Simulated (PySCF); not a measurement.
Cost of one run: spin–spin coupling job, `C[C@@H](O)CCF`.

Method: PBE0/ANO-RCC-VDZP indirect spin-spin coupling, non-relativistic, gas phase (PySCF 2.14.0, density-fitted response routines). Geometry: GFN2-xTB. Work: spin–spin couplings from 14 perturbed nuclei, spin–dipole term for 1 of them, density fitting. The input is one job of a driver script: a line of settings, then coordinates in Å.

Command:
```bash
OMP_NUM_THREADS=1 python probes_run.py task.json out
```

Input:
```
{"job": {"kind": "j", "xc": "PBE0", "basis": "ANO-RCC-VDZP", "scf": {"aux": "def2-universal-jkfit"}}, "charge": 0, "multiplicity": 1}
C      1.863926     0.372201     0.096764
C      0.492926    -0.222683    -0.220772
O      0.411912    -1.576944     0.179480
C     -0.618513     0.534866     0.507333
C     -1.981268    -0.059353     0.181990
F     -2.977041     0.677557     0.779157
H      1.898116     1.418073    -0.194092
H      2.644516    -0.161523    -0.443111
H      2.063747     0.295139     1.162923
H      0.315167    -0.155295    -1.308544
H      1.177842    -2.048977    -0.164315
H     -0.450878     0.471285     1.583495
H     -0.601450     1.584344     0.210424
H     -2.179295    -0.039414    -0.895068
H     -2.064120    -1.081288     0.559974
```

Hardware: an Intel Xeon at 2.50 GHz with one thread, shared host with 64 logical CPUs at a one-minute load of 57. PySCF's memory limit was set to 1200 MB.

Problem. How large is the basis?

Solution. 129 functions for 50 electrons, with 616 fitting functions; the fitted three-index integrals, 616 × 129 × 130/2 numbers of 8 bytes, come to 39 MiB.

Problem. Which is nearest to the wall time?
A. 0.93 s
B. 56 s
C. 7.0 s

Solution. B. The run took 56 s. The SCF took 10 cycles.

Problem. How much memory does it need at the peak?

Solution. About 0.68 GiB. Peak memory is the resident size of the whole Python process, interpreter and libraries included.

Problem. At this speed, how long would 500 such jobs take on 64 cores, one job a core?

Solution. 500/64 gives 8 rounds of 56 s, about 7.5 min of wall time and 7.8 core-hours, if the jobs don't slow each other.

The SCF part of the output:
```
final grid: 115992 points
cycle   1  E = -332.5381351558  dE =  5.705e-01  |g| = 7.300e-01  |ddm| = 5.019e+00
cycle   2  E = -332.4318246582  dE =  1.063e-01  |g| = 1.064e+00  |ddm| = 1.418e+00
cycle   3  E = -332.6432344447  dE = -2.114e-01  |g| = 8.503e-02  |ddm| = 8.579e-01
cycle   4  E = -332.6446116448  dE = -1.377e-03  |g| = 3.186e-02  |ddm| = 9.892e-02
cycle   5  E = -332.6448528815  dE = -2.412e-04  |g| = 5.079e-03  |ddm| = 3.309e-02
cycle   6  E = -332.6448575582  dE = -4.677e-06  |g| = 2.117e-03  |ddm| = 5.137e-03
cycle   7  E = -332.6448584143  dE = -8.561e-07  |g| = 4.066e-04  |ddm| = 1.639e-03
cycle   8  E = -332.6448584418  dE = -2.749e-08  |g| = 1.429e-04  |ddm| = 4.197e-04
cycle   9  E = -332.6448584459  dE = -4.105e-09  |g| = 3.500e-05  |ddm| = 1.511e-04
cycle  10  E = -332.6448584462  dE = -2.881e-10  |g| = 5.584e-06  |ddm| = 3.818e-05
converged SCF energy = -332.6448584462
```

Times come from a shared host and carry two figures at best.
